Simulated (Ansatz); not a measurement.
A CCSD(T) single point on CH5BN (`B[N]C`) radical.

```yaml
crystal:
  periodic: [false, false, false]
  atoms:
    - {symbol: B, position_ang: [-0.373897, 1.096112, -0.964989]}
    - {symbol: N, position_ang: [0.058473, 0.275617, -0.008733]}
    - {symbol: C, position_ang: [0.339565, -0.835890, 0.776791]}
    - {symbol: H, position_ang: [-1.007771, 0.632315, -1.885444]}
    - {symbol: H, position_ang: [-0.143047, 2.276448, -0.921567]}
    - {symbol: H, position_ang: [-0.096385, -0.755029, 1.778568]}
    - {symbol: H, position_ang: [1.416208, -1.018163, 0.865292]}
    - {symbol: H, position_ang: [-0.101045, -1.728611, 0.304382]}
basis:
  gaussian: {orbitals: def2-SVP}
magnetization: {spin_polarized: true, initial_magnetization: 1}
correlation: {method: ccsd_t}
scf: {omitted_lower_state_checks: [cluster_reference]}
```

```sh
$ ansatz run in.yaml --threads 2 --pin off --events-out ev --progress --plain
```

Log, shortened:

```
Functional definition: HF
688 factors; integrals over basis functions are off by at most 1.6e-3 eV
mean field evaluation 1: about -3256.8416 eV, gradient 1.8e1 eV
mean field evaluation 2: about -3256.9275 eV, gradient 1.8e1 eV
mean field evaluation 4: about -3259.4598 eV, gradient 3.4e0 eV
mean field evaluation 8: about -3259.6598 eV, gradient 2.4e-1 eV
mean field -3259.66184066 eV, -119.7903631661 hartree, gradient 5.1e-6 eV, S^2 0.778444; 0 other end points of the search recorded, 0 dependent functions left out
3 core orbitals not correlated: weight in the atoms' cores, before any rotation towards them, 1.000 or more for the frozen orbitals, at most 0.000 for the correlated occupied ones
reference -3259.66184066 eV, -119.7903631661 hartree; 9, 8 occupied and 55, 56 virtual orbitals, 688 factors
second order -9.97807075 eV of doubles, -0.00000000 eV of singles
cycle   1  -10.77201889 eV  change   -7.9e-1 eV  update   8.5e-2
cycle   2  -11.14755443 eV  change   -3.8e-1 eV  update   3.1e-2
cycle   3  -11.23851687 eV  change   -9.1e-2 eV  update   2.0e-2
cycle   4  -11.24417147 eV  change   -5.7e-3 eV  update   1.0e-2
cycle   5  -11.24693816 eV  change   -2.8e-3 eV  update   3.8e-3
cycle   6  -11.24795353 eV  change   -1.0e-3 eV  update   1.4e-3
cycle   7  -11.24825371 eV  change   -3.0e-4 eV  update   5.4e-4
cycle   8  -11.24844523 eV  change   -1.9e-4 eV  update   2.2e-4
cycle   9  -11.24842793 eV  change    1.7e-5 eV  update   8.1e-5
cycle  10  -11.24843691 eV  change   -9.0e-6 eV  update   3.2e-5
cycle  11  -11.24844387 eV  change   -7.0e-6 eV  update   1.3e-5
perturbative correction -0.32798039 eV, -0.0120530571 hartree
Total energy: -3271.23826492 eV, -120.2157889110 hartree
Checks for a lower state left out: cluster_reference
```

It took 2.6 s on 2 threads of a server CPU on a shared host, with 0.31 GiB of host memory at the peak.

The correlation energy is -11.576 eV, 2.8 % of it from (T); the T1 diagnostic reads 0.0238.
